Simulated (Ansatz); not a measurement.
**H3LiSSi (SMILES [Li][S][SiH3]): functionals against CCSD(T) at one geometry**

How do the functionals fare away from a minimum? The structure is a structure displaced at random from a GFN2-xTB minimum.

The runs use Ansatz 0.2.0, Gaussian basis; single points in def2-TZVPP.

Correlated methods freeze the cores. The outer core shell of Li, Na, Mg and K is correlated.

### Step 1. The starting structure

SMILES `[Li][S][SiH3]`, 6 atoms, charge 0, spin multiplicity 1.

Atoms are counted from 1 here; the program's logs count them from 0.

Bond lengths: Li1–S2 2.236 Å, S2–Si3 2.084 Å, Si3–H4 1.372 Å, Si3–H5 1.535 Å, Si3–H6 1.287 Å. Angles: Li1–S2–Si3 132.0°, S2–Si3–H4 108.0°, S2–Si3–H5 119.1°, S2–Si3–H6 104.1°, H4–Si3–H5 102.0°, H4–Si3–H6 116.7°, H5–Si3–H6 107.6°.

As a file:

```
Li   -1.40380   -2.56410    1.15250
S    -1.20690   -0.60790    0.08740
Si    0.40350    0.69150   -0.15720
H     1.37540    0.03340   -0.86760
H     0.21220    1.96900   -0.98570
H     0.70390    1.04710    1.04290
```

### Step 2. CCSD(T)/def2-TZVPP

The input, run/in.yaml:

```yaml
crystal:
  periodic: [false, false, false]
  atoms:
    - {symbol: Li, position_ang: [-1.403800, -2.564100, 1.152500]}
    - {symbol: S, position_ang: [-1.206900, -0.607900, 0.087400]}
    - {symbol: Si, position_ang: [0.403500, 0.691500, -0.157200]}
    - {symbol: H, position_ang: [1.375400, 0.033400, -0.867600]}
    - {symbol: H, position_ang: [0.212200, 1.969000, -0.985700]}
    - {symbol: H, position_ang: [0.703900, 1.047100, 1.042900]}
basis:
  gaussian: {orbitals: def2-TZVPP}
correlation: {method: ccsd_t}
output: {forces: true}
```

The command line of these runs was not kept.

### Step 3. PBE0-D4/def2-TZVPP

Edit run/in.yaml of step 2 so:

```diff
@@ -11,3 +11,3 @@
   gaussian: {orbitals: def2-TZVPP}
-correlation: {method: ccsd_t}
-output: {forces: true}
+hamiltonian: {xc: pbe0, dispersion: d4}
+output: {forces: true, orbitals: {seedname: orbitals}}
```

### Step 4. wB97M-V/def2-TZVPP

Edit run/in.yaml of step 3 so:

```diff
@@ -11,3 +11,3 @@
   gaussian: {orbitals: def2-TZVPP}
-hamiltonian: {xc: pbe0, dispersion: d4}
-output: {forces: true, orbitals: {seedname: orbitals}}
+hamiltonian: {xc: {name: wB97M-V}}
+output: {forces: true}
```

### Step 5. r2SCAN-D4/def2-TZVPP

Edit run/in.yaml of step 4 so:

```diff
@@ -11,3 +11,3 @@
   gaussian: {orbitals: def2-TZVPP}
-hamiltonian: {xc: {name: wB97M-V}}
+hamiltonian: {xc: r2scan, dispersion: d4}
 output: {forces: true}
```

### Step 6. PBE-D4/def2-TZVPP

Edit run/in.yaml of step 5 so:

```diff
@@ -11,3 +11,3 @@
   gaussian: {orbitals: def2-TZVPP}
-hamiltonian: {xc: r2scan, dispersion: d4}
+hamiltonian: {xc: pbe, dispersion: d4}
 output: {forces: true}
```

### Step 7. CAM-B3LYP-D4/def2-TZVPP

Edit run/in.yaml of step 6 so:

```diff
@@ -11,3 +11,3 @@
   gaussian: {orbitals: def2-TZVPP}
-hamiltonian: {xc: pbe, dispersion: d4}
+hamiltonian: {xc: {name: CAM-B3LYP}, dispersion: d4}
 output: {forces: true}
```

### Step 8. B97M-V/def2-TZVPP

Edit run/in.yaml of step 7 so:

```diff
@@ -11,3 +11,3 @@
   gaussian: {orbitals: def2-TZVPP}
-hamiltonian: {xc: {name: CAM-B3LYP}, dispersion: d4}
+hamiltonian: {xc: {name: B97M-V}}
 output: {forces: true}
```

(Steps that only read results are left out.)

Q: Predict the outcome of this session. Wanted: energy less free atoms, CCSD(T)/def2-TZVPP; RMS force component; RMS force error; HOMO and LUMO, PBE0-D4; T1 diagnostic.

**Answer**, as computed:

| quantity | value |
| --- | --- |
| energy less free atoms, CCSD(T)/def2-TZVPP | -363.1 kcal/mol |
| RMS force component | 1.845 to 1.945 eV/Å over the methods |
| RMS force error | PBE0-D4 0.062, wB97M-V 0.050, r2SCAN-D4 0.050, PBE-D4 0.100, CAM-B3LYP-D4 0.062, B97M-V 0.129 eV/Å |
| HOMO and LUMO, PBE0-D4 | -5.73 and -1.55 eV |
| T1 diagnostic | 0.010 |

Against CCSD(T) the functionals' energies less atoms differ by -18.2 to -4.2 kcal/mol, PBE-D4 by -4.5 kcal/mol. The reference is not at the basis limit: in triple zeta CCSD(T) underbinds, which counts against methods that bind more; the gaps are no ranking. On forces the order runs from wB97M-V to B97M-V. Frozen-core CCSD(T) forces in triple zeta carry basis errors of their own, and this is one geometry, so small gaps rank nothing.
